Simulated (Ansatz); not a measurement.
Basis-set extrapolation for CH3LiS, SMILES `[Li][S]C` (PBE0-D4/def2-TZVP geometry, frozen core, the Gaussian-basis code of Ansatz). Multiplicity 1, RHF reference. For Li the program correlates outer-core shells too, which these sets cover unevenly, so the extrapolated numbers aren't a true limit.

```tsv
	def2-TZVPP	def2-QZVPP
HF	-444.646786	-444.661368
MP2 correlation	-0.398084	-0.427884
CCSD(T) correlation	-0.448437	-0.476795
```

Energies in hartree. Use E(X) = E(∞) + A·exp(−7.88·√X) for Hartree–Fock and E(X) = E(∞) + B·X^(−2.97) for correlation, with X = 3 and 4.

What is the CCSD(T) energy at the basis-set limit?

HF limit: -444.661368 + (-0.014582) × 0.13774 = -444.66338. Correlation limit: -0.476795 + (-0.028358) × 0.74074 = -0.49780. Total: -445.16118 hartree, 173.2 kJ/mol below CCSD(T)/def2-TZVPP.
